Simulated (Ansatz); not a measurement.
Process, species as SMILES: C(=O)=[CH] → 2 C atom + H atom + O atom
B3LYP-D3(BJ)/def2-TZVP geometries, fixed; electronic energies without zero-point terms.

Basis-set convergence of the atomisation energy at PBE0 with Ansatz (a quantum-chemistry and plane-wave program). Cartesian d functions, on some or all atoms, in 6-31G*, 6-31G**; all else is spherical. The program fits the integrals of some runs and decomposes those of others, by size. Open shells are unrestricted. No added dispersion term, no relativity. Functions are those of the species that has most. Reference: the value in pcseg-4, 429.05 kcal/mol, itself unsure by roughly 0.06 kcal/mol (its mean distance from aug-pcseg-3, aug-cc-pVQZ, cc-pV5Z). Deviations are taken from unrounded values.

| basis | functions |
|---|---|
| STO-3G | 16 |
| 3-21G | 29 |
| 6-31G | 29 |
| def2-SV(P) | 44 |
| 6-31G* | 47 |
| def2-SVP | 47 |
| 6-31G** | 50 |
| 6-311G** | 60 |
| aug-cc-pVDZ | 78 |
| def2-TZVP | 99 |
| def2-TZVPP | 107 |
| jun-cc-pV(T+d)Z | 131 |
| aug-cc-pVTZ | 161 |
| def2-QZVPP | 201 |
| aug-cc-pVQZ | 286 |

Which is the smallest set listed that can be trusted to 1 kcal/mol here, that is, within that of the reference together with its larger relatives (same family, alike in diffuse functions; a set with none to test it counts only in the reference's own line)?

The smallest set listed that lies within 1 kcal/mol of the reference with all its larger relatives (same family, alike in diffuse functions; a set with none counts only in the reference's own line) is def2-TZVP (99 functions, -0.78 kcal/mol off). Inside, with no larger relative to test it: aug-cc-pVQZ. Value minus reference: STO-3G 6.08, 3-21G -25.76, 6-31G -34.68, def2-SV(P) 2.18, 6-31G* -4.00, def2-SVP 4.08, 6-31G** -2.83, 6-311G** -3.31, aug-cc-pVDZ -8.38, def2-TZVP -0.78, def2-TZVPP -0.54, jun-cc-pV(T+d)Z -1.32, aug-cc-pVTZ -1.22, def2-QZVPP -0.34, aug-cc-pVQZ -0.04 kcal/mol.
